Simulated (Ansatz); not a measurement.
Several settings on one geometry of BMe2H (C₂H₇B) (that of the charge 0 singlet, PBE-D4/def2-TZVP). Ansatz on 4 threads of AMD EPYC 7R43 on a shared host; times are rough.

```xyz
10

B    -0.287   -0.490   -0.015
C     1.273   -0.553   -0.001
H     1.550   -0.817    1.040
H     1.784    0.394   -0.232
H     1.692   -1.364   -0.615
C    -1.101    0.843    0.006
H    -1.478    0.982   -1.028
H    -0.523    1.744    0.258
H    -2.008    0.795    0.627
H    -0.902   -1.533   -0.041
```

Totals from different functionals, basis sets or treatments of relativity can't be compared as stabilities.

The 6-31G sets use Cartesian d functions. B3LYP takes the VWN-RPA correlation. Correlated methods freeze 3 core orbitals.

The spins typed aren't always the lowest for that charge.

(1) Give the basis size and estimate the energy, ⟨S²⟩, dipole and time of these runs.

```json
{"run": "1", "method": "UKS r2SCAN-D4/def2-SVP", "charge": "-1", "state": "doublet", "further keys": "accuracy: high; scf: {omitted_lower_state_checks: [starts]}; forces asked"}
{"run": "2", "method": "ROHF, rpa/6-31G*", "charge": "1", "state": "doublet", "further keys": "scf: {omitted_lower_state_checks: [starts]}"}
{"run": "3", "method": "ROKS B3LYP5/def2-mTZVP", "charge": "0", "state": "triplet", "further keys": "final_grid: {core_spheres: 5, valence_spheres: 4, degree: 11}; scf: {lower_state_search: off}; forces asked"}
{"run": "4", "method": "RKS B3LYP-D3(BJ)/cc-pVDZ", "charge": "0", "state": "singlet", "further keys": "scf: {omitted_lower_state_checks: [starts]}; forces asked"}
```

Answers

(1) 
```tsv
run	functions	energy (Eh)	⟨S²⟩	dipole (D)	wall time
1	77	-105.0672	0.76	–	5.5 s
2	59	-104.4938	–	–	1.4 s
3	78	-105.0123	–	0.16	1 s
4	77	-105.2890	–	0.46	0.9 s
```

The highest occupied level of an anion often lies above zero with these methods, and sets without diffuse functions describe the outer electron poorly.
